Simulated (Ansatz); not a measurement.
**C₆H₁₄O: a ladder of functionals and wavefunction methods**

How much do the methods differ for C₆H₁₄O? The plan is to run it at one geometry with functionals of several rungs and with coupled cluster, and see how far each lands from CCSD(T) at the basis-set limit for the atomisation energy.

The runs use Ansatz 0.2.0, Gaussian basis; functionals in def2-TZVPP, the program's frozen cores in correlated methods.

Levels to be run: LDA (SPW92), PBE-D4, revPBE-D4, BLYP-D4, r2SCAN-D4, B97M-V, PBE0-D4, B3LYP-D4, r2SCANh-D4, r2SCAN0-D4, HSE06-D4, BHLYP-D4, CAM-B3LYP-D4, LC-ωPBE, ωB97X-V, ωB97M-V, B2PLYP, PBE-QIDH; CCSD(T)/def2-SVP; CCSD(T)/def2-TZVPP; MP2/def2-QZVPP; extrapolation to the limit; RPA on PBE.

**1. The relaxed structure**

All runs share one geometry, relaxed beforehand with PBE0-D4 in a triple-zeta def2 set.

SMILES `CCCC(O)CC`, 21 atoms, charge 0, spin multiplicity 1.

Atoms are counted from 1 here; the program's logs count them from 0.

Bond lengths: C1–C2 1.519 Å, C1–H8 1.094 Å, C1–H9 1.092 Å, C1–H10 1.094 Å, C2–C3 1.519 Å, C2–H11 1.094 Å, C2–H12 1.096 Å, C3–C4 1.520 Å, C3–H13 1.100 Å, C3–H14 1.097 Å, C4–O5 1.420 Å, C4–C6 1.521 Å, C4–H15 1.097 Å, O5–H16 0.962 Å, C6–C7 1.518 Å, C6–H17 1.099 Å, C6–H18 1.095 Å, C7–H19 1.091 Å and more. Angles: C2–C1–H8 111.1°, C2–C1–H9 111.6°, C2–C1–H10 111.3°, H8–C1–H9 107.6°, H8–C1–H10 107.4°, H9–C1–H10 107.7°, C1–C2–C3 112.8°, C1–C2–H11 110.1°, C1–C2–H12 109.7°, C3–C2–H11 109.0°, C3–C2–H12 109.0°, H11–C2–H12 106.0°, C2–C3–C4 113.9°, C2–C3–H13 109.7°, C2–C3–H14 109.7°, C4–C3–H13 108.5°, C4–C3–H14 108.8°, H13–C3–H14 105.9° and more.

**2. LDA**

This LDA is Slater exchange with PW92 correlation.

The input, in.yaml:

```yaml
crystal:
  periodic: [false, false, false]
  atoms:
    - {symbol: C, position_ang: [0.409818, -3.082373, -0.873222]}
    - {symbol: C, position_ang: [-0.412444, -1.824816, -0.652662]}
    - {symbol: C, position_ang: [0.395971, -0.692972, -0.042047]}
    - {symbol: C, position_ang: [-0.386814, 0.598538, 0.132578]}
    - {symbol: O, position_ang: [-0.882938, 1.075683, -1.109227]}
    - {symbol: C, position_ang: [0.422705, 1.666555, 0.852779]}
    - {symbol: C, position_ang: [-0.364606, 2.934474, 1.129034]}
    - {symbol: H, position_ang: [1.246380, -2.892022, -1.552041]}
    - {symbol: H, position_ang: [-0.191854, -3.884334, -1.307064]}
    - {symbol: H, position_ang: [0.829117, -3.453315, 0.066693]}
    - {symbol: H, position_ang: [-0.842806, -1.485734, -1.599144]}
    - {symbol: H, position_ang: [-1.262202, -2.049195, 0.002509]}
    - {symbol: H, position_ang: [1.276337, -0.486457, -0.668292]}
    - {symbol: H, position_ang: [0.788045, -1.003264, 0.933898]}
    - {symbol: H, position_ang: [-1.290478, 0.387826, 0.718191]}
    - {symbol: H, position_ang: [-0.126639, 1.270954, -1.671486]}
    - {symbol: H, position_ang: [1.309021, 1.896801, 0.245724]}
    - {symbol: H, position_ang: [0.800349, 1.245057, 1.790677]}
    - {symbol: H, position_ang: [-0.764776, 3.353427, 0.204102]}
    - {symbol: H, position_ang: [-1.210671, 2.731730, 1.791697]}
    - {symbol: H, position_ang: [0.258473, 3.693425, 1.607291]}
basis:
  gaussian: {orbitals: def2-TZVPP}
hamiltonian: {xc: lda}
output: {orbitals: {seedname: orbitals}}
```

The run is started by

```
$ ansatz run in.yaml --threads 2 --pin off --events-out ev --progress --plain --max-ram 32768MiB --backend cuda --devices 0, --max-vram 18GiB
```

Further steps of the session: PBE-D4 (GGA); revPBE-D4 (GGA); BLYP-D4 (GGA); r2SCAN-D4 (meta-GGA); B97M-V (meta-GGA); B3LYP-D4 (hybrid); r2SCANh-D4 (hybrid); r2SCAN0-D4 (hybrid); HSE06-D4 (hybrid); BHLYP-D4 (hybrid); CAM-B3LYP-D4 (range-separated); LC-ωPBE (range-separated); ωB97X-V (range-separated); ωB97M-V (range-separated); B2PLYP (double hybrid); PBE-QIDH (double hybrid); CCSD(T) in def2-SVP; CCSD(T) in def2-TZVPP; MP2 in def2-QZVPP; RPA on PBE orbitals.

Q: Predict the results of all the runs planned. Wanted: atomisation energy, CCSD(T)/CBS; farthest beyond LDA; mean size of error, GGA; mean size of error, meta-GGA; mean size of error, hybrid; mean size of error, range-separated; mean size of error, double hybrid; gap, smallest and largest; T1 diagnostic.

**Answer**, as computed:

| quantity | value |
| --- | --- |
| atomisation energy, CCSD(T)/CBS | 8333.7 kJ/mol |
| functionals within 41.7 kJ/mol (0.5 %) | revPBE-D4, r2SCAN-D4, B97M-V, B3LYP-D4, r2SCANh-D4, CAM-B3LYP-D4, LC-ωPBE, ωB97X-V, ωB97M-V, PBE-QIDH |
| farthest beyond LDA | BHLYP-D4 (-197.1 kJ/mol) |
| mean size of error, GGA | 75.9 kJ/mol |
| mean size of error, meta-GGA | 6.8 kJ/mol |
| mean size of error, hybrid | 64.0 kJ/mol |
| mean size of error, range-separated | 18.1 kJ/mol |
| mean size of error, double hybrid | 51.0 kJ/mol |
| gap, smallest and largest | 6.14 eV (BLYP-D4), 13.51 eV (LC-ωPBE) |
| T1 diagnostic | 0.0093 |
| triples share of the correlation energy | 3.7 % |

**Reading.** LDA overbinds by 1139.2 kJ/mol (14 %). PBE-D4 is off by +147.2 kJ/mol. Double hybrids carry the basis error of their MP2 part in triple zeta, and no dispersion term here, so their miss is partly the set-up's. The rungs meta-GGA, range-separated miss on average by less than the doubt on the reference (41.7 kJ/mol), so they tie. The reference freezes the cores and leaves out relativity and excitations past (T), so misses under about 41.7 kJ/mol can't be ranked. Hartree-Fock recovers 75 % of the binding; the rest is correlation. CCSD(T) in def2-SVP is off by -314.7 kJ/mol, so the small basis spoils what the method gains. The gap grows from 6.1 to 13.5 eV across the functionals, mostly with the share of exact exchange.
